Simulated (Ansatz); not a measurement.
We consider fcc Pd, described by PBE in Ansatz (PAW).

Numerical settings: plane-wave cutoff 520 eV, 28×28×28 k mesh, Fermi–Dirac smearing 0.037 eV (set by the program), scalar-relativistic PAW data made under PBE.

Computed at the level's own relaxed cell.

Q: Give the computed Young modulus, elastic constant C11, Voigt–Reuss–Hill bulk modulus, elastic constant C12 and elastic constant C44.

A: 
Young modulus: 115 GPa
elastic constant C11: 199 GPa
Voigt–Reuss–Hill bulk modulus: 168 GPa
elastic constant C12: 152 GPa
elastic constant C44: 60.7 GPa

Measured, for comparison: elastic constant C11 234 GPa, elastic constant C12 176 GPa, elastic constant C44 71.2 GPa (0 K, extrapolated to 0 K; zero-point effects included; as tabulated in Malica and Corso (2021), arXiv:2109.00459). Computed (rounded) less measured: elastic constant C11 -15 %, elastic constant C12 -14 %, elastic constant C44 -15 %.

Elastic constants are with the ions relaxed.

Ansatz is a program for electronic structure.
